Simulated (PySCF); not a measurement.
Geometries of 4 isomers of C5H4O, from PySCF, PBE0-D3(BJ)/def2-SVP geometry optimisation, gas phase. One conformer each, no zero-point energy, no frequencies.

Question: Which is lowest in electronic energy at this level?
A.
```xyz
10
angstrom
C     -1.910    0.339   -0.282
C     -0.984   -0.598   -0.031
C      0.407   -0.255    0.119
C      1.663   -0.705    0.352
C      1.486    0.695    0.159
O      1.902    1.819    0.083
H     -1.627    1.391   -0.379
H     -2.965    0.082   -0.396
H     -1.262   -1.653    0.068
H      2.265   -1.597    0.545
```
B.
```xyz
10
angstrom
C     -2.232    0.512   -0.040
C     -1.333   -0.485   -0.020
C      0.066   -0.278    0.091
C      1.273   -0.131    0.184
C      2.693    0.101    0.297
O      3.530   -0.768    0.301
H     -3.300    0.301   -0.128
H     -1.922    1.557    0.030
H     -1.669   -1.526   -0.093
H      2.972    1.180    0.383
```
C.
```xyz
10
angstrom
C      2.432   -0.142   -0.021
C      1.239    0.084   -0.010
C     -0.164    0.314    0.003
C     -1.160   -0.824   -0.001
C     -0.585    1.577    0.015
O     -0.965    2.671    0.026
H      3.487   -0.343   -0.028
H     -1.013   -1.463    0.883
H     -1.029   -1.444   -0.902
H     -2.193   -0.452    0.012
```
D.
```xyz
10
angstrom
O      2.403    0.260   -0.186
C      1.209    0.131   -0.093
C      0.188    1.227    0.062
C     -1.016    0.640    0.126
C     -0.864   -0.844    0.019
C      0.433   -1.160   -0.110
H      0.440    2.285    0.108
H     -1.980    1.139    0.238
H     -1.705   -1.538    0.045
H      0.895   -2.140   -0.211
```

Answer: D. That is cyclopentadienone (`O=C1C=CC=C1`), 33.5 kcal/mol below the next.

| SMILES | atoms numbered as above | E (Eh) | relative (kcal/mol) | relative (kJ/mol) | dipole (D) |
| --- | --- | --- | --- | --- | --- |
| O=C1C=CC=C1 | [O:1]=[C:2]1[CH:3]=[CH:4][CH:5]=[CH:6]1 | -267.60660 | 0.0 | 0.0 | 2.97 |
| C=Cc1cc1=O | [CH2:1]=[CH:2][c:3]1[cH:4][c:5]1=[O:6] | -267.55329 | 33.5 | 140.0 | 4.24 |
| C#CC(C)=C=O | [CH:1]#[C:2][C:3]([CH3:4])=[C:5]=[O:6] | -267.55257 | 33.9 | 141.8 | 1.31 |
| C=CC#CC=O | [CH2:1]=[CH:2][C:3]#[C:4][CH:5]=[O:6] | -267.54748 | 37.1 | 155.2 | 3.92 |

As drawn, the highest has a C≡C bond, which the lowest lacks.
